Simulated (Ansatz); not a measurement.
Energy needed to pull apart BSiH5O (SMILES OB[SiH3]), closed shell, into free ground-state atoms, from the structure below (displaced at random from a GFN2-xTB minimum); no zero-point or spin–orbit terms; open-shell atoms are treated unrestricted, in their ground-state multiplicity.

```
atom    x (Å)    y (Å)    z (Å)
  O1  -1.3422   0.2146  -1.1357
  B2  -0.3134   0.6839  -0.4546
 Si3   0.6366  -0.5954   0.6994
  H4  -1.8117   0.8541  -1.7090
  H5   0.0178   1.8265  -0.5507
  H6   0.6086  -0.2365   2.1461
  H7   2.0396  -0.7724   0.3779
  H8   0.0881  -1.9723   0.6465
```

Program: Ansatz 0.2.0. Basis: def2-TZVPP. Cores are frozen in the correlated methods.

| method | atomization energy (kcal/mol) |
| --- | --- |
| SPW92 | 717.0 |
| PBE-D4 | 640.2 |
| r2SCAN-D4 | 639.7 |
| PBE0-D4 | 632.8 |
| r2SCAN0-D4 | ? |
| wB97M-V | 640.1 |
| HF | 481.9 |
| MP2 | ? |
| CCSD | 615.6 |
| CCSD(T) | 622.3 |

Task: What does MP2 give? (An estimate is asked for; the value comes from the calculation.)

Result: Computed: 626.8 kcal/mol, which is about 4.5 kcal/mol more than CCSD(T)/def2-TZVPP.

Task: What does r2SCAN0-D4 give? (To be estimated.)

Result: By the calculation: 631.6 kcal/mol, which is about 9.4 kcal/mol more than CCSD(T)/def2-TZVPP.

In triple zeta the MP2 and coupled-cluster atomization energies are still short of their basis limit by a few kcal/mol a bond, whereas those of the functionals are nearly converged, so these differences are not deviations from converged CCSD(T).

The T1 diagnostic stays at or below 0.015.

For scale, one of the runs: CCSD(T)/def2-TZVPP forces, 174 basis functions (an equivalent command: `ansatz run in.yaml --threads 4`). Hardware: 4 CPU threads, shared host. Wall time 48 s; peak host memory 3 GiB.
